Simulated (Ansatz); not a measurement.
For 2H WSe2, revPBE in Ansatz (PAW) gives:

```
Item                    Value
-------------------  --------
lattice parameter a   3.341 Å
lattice parameter c  18.827 Å
```

Question: What does PBE0-D4 (plane waves, PAW; Ansatz, an electronic-structure program) give for the same quantities?

Answer: 
- lattice constant a: 3.249 Å (falls by 2.8 %)
- lattice parameter c: 12.780 Å (shrinks by 32 %)

For comparison: lattice constant a 3.282 Å (measured, 300 K, not corrected to a static lattice; as tabulated in arXiv:1605.07067); lattice parameter c 12.96 Å (measured, 300 K, no zero-point or thermal correction; as tabulated in arXiv:1605.07067).

Changes are worked out from the printed values.

Unless a cell is named, each level is at its own relaxed cell (revPBE 30.32, PBE0-D4 19.47 Å³/atom).

Levels without +SOC leave out spin–orbit coupling, which shifts energies and cells of such heavy elements.

The crystal itself was run without spin with revPBE; a magnetic state was not tried in these runs.

Caveats: for a layered or molecular solid the relaxed cell lies over 5 % above the published volume, where the minimum can be shallow (revPBE); the cell comes from a level without a dispersion term, which matters for the spacing of layers, chains or molecules (revPBE). Ansatz's density-functional and Hartree–Fock values are scalar-relativistic unless marked +SOC, with PAW data made under PBE.
